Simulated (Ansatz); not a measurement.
Potential energy surface of CH2, triplet: symmetric bend, bond length relaxed. Scanned: H-C-H angle. Other coordinates (C-H bond length) were minimised at PBE0/def2-TZVP.

The free coordinates were minimised at PBE0/def2-TZVP in PySCF; the energy column is full CI/aug-cc-pVDZ, frozen core run with Ansatz (a program for electronic structure), in mEh.

```
a / °   C-H bond length / Å     E
------  -------------------  ----
173.05                1.068   9.5
163.72                1.070   7.4
155.08                1.072   4.6
146.04                1.075   1.8
140.52                1.077   0.6
130.99                1.080   0.0
125.06                1.083   0.9
117.68                1.086   3.6
108.85                1.090   9.5
98.73                 1.095  20.5
91.27                 1.099  31.7
83.91                 1.104  45.5
77.57                 1.109  59.9
68.29                 1.117  85.4
```

The scan ran from 180.0 to 60.0; beyond the range shown the relaxed coordinates jump or full CI changes its symmetry label.
